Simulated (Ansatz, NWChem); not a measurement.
**Worked example: vertical energy of the triplet above the singlet of [NH2]− (SMILES [NH2-])**

[NH2]−: 3 atoms, total charge -1, spin state singlet. As SMILES, `[NH2-]`. The coordinates come from a PBE0-D4/def2-TZVPD relaxation.

```xyz
3

N     0.3422   -0.2030    0.1687
H     0.1255    0.8012    0.1560
H    -0.4677   -0.5982   -0.3247
```

Both states at this one shape; open shells run unrestricted unless said. 1 Eh = 27.2114 eV.

| level | program | singlet [NH2]− (Eh) | triplet [NH2]− (Eh) |
| --- | --- | --- | --- |
| M06-L/aug-cc-pVTZ | NWChem | -55.909325 | -55.861134 |
| MP2/aug-cc-pVTZ, 1 core orbital frozen | Ansatz | -55.809442 | -55.753032 |
| BCCD(T)/aug-cc-pVTZ, 1 core orbital frozen | Ansatz | -55.824331 | -55.777510 |
| CCSD/aug-cc-pVTZ, 1 core orbital frozen | Ansatz | -55.812089 | -55.770551 |

Question: Work out the vertical gap, second state less first, at each level.

Answer: 
1. M06-L/aug-cc-pVTZ: -55.861134 − (-55.909325) = 0.048191 Eh = 1.31 eV.
2. MP2/aug-cc-pVTZ: -55.753032 − (-55.809442) = 0.056410 Eh = 1.53 eV.
3. BCCD(T)/aug-cc-pVTZ: -55.777510 − (-55.824331) = 0.046821 Eh = 1.27 eV.
4. CCSD/aug-cc-pVTZ: -55.770551 − (-55.812089) = 0.041538 Eh = 1.13 eV.

No measured value is set beside it here; the levels span 1.13 to 1.53 eV.
